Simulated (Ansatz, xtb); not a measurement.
CH2LiS−: which of two structures lies lower

We compare a, a triplet given by its coordinates, with b, a singlet given by its coordinates. Both are isolated ions in the gas phase, relaxed with PBE0-D3(BJ)/def2-SVPD.

a (Å):

```xyz
5

C     0.3502    2.7754    2.2417
Li   -1.7117    2.0764    1.4175
S    -0.7014    2.2786    3.5109
H     1.1246    2.0984    1.8608
H     0.4767    3.8389    2.0052
```

Close contacts (Å): C1–Li2 2.33, C1–S3 1.72, Li2–S3 2.33, C1–H4 1.10, C1–H5 1.10.

b (Å):

```xyz
5

C     0.1733   -0.5919   -0.4787
Li   -0.3921    1.2035    0.3378
S     1.3475    0.2429   -1.3166
H    -1.1190    2.5150    1.2001
H     0.2163   -1.6777   -0.7193
```

Close contacts (Å): C1–Li2 2.05, C1–S3 1.67, Li2–S3 2.59, C1–H5 1.11, Li2–H4 1.73.

**Question.** Which of the two would you expect CCSD(T)/def2-TZVPPD electronic energies to favour?

**Answer.** Structure a; the calculation gives E(b) − E(a) = +15.7 kcal/mol.

Level by level:

```json
{"level": "PBE0-D3(BJ)/def2-SVPD", "geometry": "PBE0-D3(BJ)/def2-SVPD", "E(b) − E(a) (kcal/mol)": "+24.2", "departure from the last row (kcal/mol)": "+8.5", "job, with rough time for the two": "optimisation, 2.4 min"}
{"level": "HF/def2-TZVPPD", "geometry": "PBE0-D3(BJ)/def2-SVPD", "E(b) − E(a) (kcal/mol)": "+32.3", "departure from the last row (kcal/mol)": "+16.6", "job, with rough time for the two": "part of the CCSD(T) run"}
{"level": "MP2/def2-TZVPPD", "geometry": "PBE0-D3(BJ)/def2-SVPD", "E(b) − E(a) (kcal/mol)": "+18.9", "departure from the last row (kcal/mol)": "+3.3", "job, with rough time for the two": "part of the CCSD(T) run"}
{"level": "CCSD(T)/def2-TZVPPD", "geometry": "PBE0-D3(BJ)/def2-SVPD", "E(b) − E(a) (kcal/mol)": "+15.7", "departure from the last row (kcal/mol)": "", "job, with rough time for the two": "single point, 4 min"}
```

The levels shown agree on the order. The largest departure from CCSD(T)/def2-TZVPPD is that of HF/def2-TZVPPD, 16.6 kcal/mol. At CCSD(T)/def2-TZVPPD a singlet with the links of a lies below this triplet. Levels run at GFN2-xTB geometries aren't shown.

With harmonic frequencies from PBE0-D3(BJ)/def2-SVPD (ideal gas, rigid rotor, one conformer each, 298.15 K, 1 atm): the zero-point term adds −4.2 kcal/mol; ΔH is +11.6 and ΔG +11.9 kcal/mol.

The T1 diagnostic of structure b is large, so the coupled-cluster value is less sure. Open shells are spin-unrestricted. The correlated steps freeze 6 core orbitals; the last core shell of Li is correlated, in a basis made for valence electrons. ΔG holds the spin degeneracy. Run with Ansatz 0.2.0; the last row on 1 thread of AMD EPYC (Zen 3) on a shared host.
